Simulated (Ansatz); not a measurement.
**B₂N (doublet): relaxing a cheap start**

Where does this start of B₂N (doublet) end when it is relaxed?

Program: Ansatz 0.2.0, Gaussian basis. Level of theory: UKS PBE0/def2-TZVP. These are calculated values, not measurements.

## 1. The system as given

3 atoms, charge 0, spin multiplicity 2.

Atoms are counted from 1 here; the program's logs count them from 0.

Bond lengths: B1–N2 1.297 Å, N2–B3 1.297 Å. Angles: B1–N2–B3 180.0°.

The start was built by rule and, where that kept it together, relaxed with GFN2-xTB. Sticks and bond lists go by distance. 

## 2. The run

Contents of in.yaml:

```yaml
crystal:
  periodic: [false, false, false]
  atoms:
    - {symbol: B, position_ang: [0.000000, 0.000000, -1.296517]}
    - {symbol: N, position_ang: [0.000000, 0.000000, 0.000000]}
    - {symbol: B, position_ang: [0.000000, 0.000000, 1.296517]}
basis:
  gaussian: {orbitals: def2-TZVP}
magnetization: {spin_polarized: true, initial_magnetization: 1}
hamiltonian: {xc: pbe0}
relax: {f_tol: 0.004, max_steps: 80}
```

The run is started by

```console
> ansatz run in.yaml --threads 1 --pin off --events-out ev --progress --plain --max-ram 2176MiB
```

**Question.** What will these runs give? Wanted: energy gained; shift from the start; total energy; dipole moment; ⟨S²⟩.

As calculated:

```
                  quantity          value
                     steps              4
             energy gained       0.014 eV
shift from the start (rms)        0.013 Å
              total energy  -2835.5596 eV
             dipole moment         0.00 D
                      ⟨S²⟩          0.760
```

**Reading.** The bonds of the start are those of the end. N2–B3 went from 1.297 to 1.312 Å. No vibrations were run, so this is a stationary point, not a proven minimum, and this spin need not be the ground state's.
